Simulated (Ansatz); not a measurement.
We consider Ga2O3 (C2/m, No. 12), described by LDA (PAW; Ansatz, a program for electronic structure).

Settings: plane-wave cutoff 520 eV, 12×12×6 k mesh (along the axes of the cell as run), Fermi–Dirac smearing 0.01 eV, scalar-relativistic PAW data made under PBE.

Cell (relaxed at this level):

Ga2O3 is taken in the monoclinic space group C2/m (No. 12), Pearson symbol mS20. Cell: a = 12.135 Å, b = 3.016 Å, c = 5.750 Å, α = 90.00°, β = 103.74°, γ = 90.00°. Ga1 on 4i sees 6 O at 1.920–2.054 Å (octahedral). Ga2 on 4i is coordinated by 4 O at 1.820–1.852 Å (tetrahedral). O1 on 4i sees 2 Ga at 1.825 Å and 1 Ga at 1.920 Å (trigonal planar). O2 on 4i is coordinated by 1 Ga at 1.852 Å and 3 Ga at 1.993–2.054 Å. O3 on 4i sees 1 Ga at 1.820 Å and 2 Ga at 1.928 Å. (Neighbours: up to the widest gap in distance over summed covalent radii, below 1.35, at either atom; cation-cation and far metal-metal contacts left out.)
(The calculation used a cell of 10 atoms; values per cell refer to that cell.)

Problem. Estimate the band gap and smallest direct gap on the k points sampled that the calculation returns.

Solution. 
- band gap = 2.51 eV (indirect)
- smallest direct gap on the k points sampled = 2.53 eV

Measured, for comparison: band gap 4.85 ± 0.1 eV (room temperature, not corrected to a static lattice, ARPES, indirect, as cited; as tabulated in Mengle et al. (2016), arXiv:1902.02681).

Spin–orbit coupling is not included.

Computed values are for the static lattice.

Computing time: very roughly 3 core-minutes.
